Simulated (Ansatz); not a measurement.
**C–GaH–Cl, quartet in cc-pVDZ: errors against UCCSDT(Q)**

Geometry: displaced at random from a stationary point.

```xyz
4

C    -0.0132   -1.1944    1.7520
Ga   -0.0140    0.2769    0.5034
Cl    0.0340   -0.1900   -1.6102
H    -0.0688    1.7589    0.9352
```

Basis cc-pVDZ; Ansatz 0.2.0. Correlated methods freeze the noble-gas cores and the filled d shells of p-block atoms, which leaves 15 electrons in 44 orbitals. Prefix R: restricted or restricted open-shell reference; prefix U: unrestricted. No spin–orbit coupling is included, and no scalar relativity.

Full CI isn't at hand for all of this; UCCSDT(Q) serves as the reference, and is uncertain by about the last step of the cluster series.

The UHF ⟨S²⟩ is 3.755, the T1 diagnostic (RCCSD) is 0.0208 and the largest doubles amplitude (RCCSD) is 0.029. The T1 diagnostic (UCCSD) is 0.0197.

Task: From what is known of these methods and the diagnostics, rank them by the size of their error in total energy against UCCSDT(Q) in cc-pVDZ, smallest first (an estimate: the text doesn't fix the numbers).
A. UMP2
B. UCCSDT
C. UCCSD
D. UHF
E. UCCSD(T)

Result: B (1.5 kJ/mol), E (4.4 kJ/mol), C (21.2 kJ/mol), A (119.1 kJ/mol), D (766.2 kJ/mol).

All errors are against UCCSDT(Q) in cc-pVDZ. Within each family the higher level lies nearer, as is usual though not guaranteed.
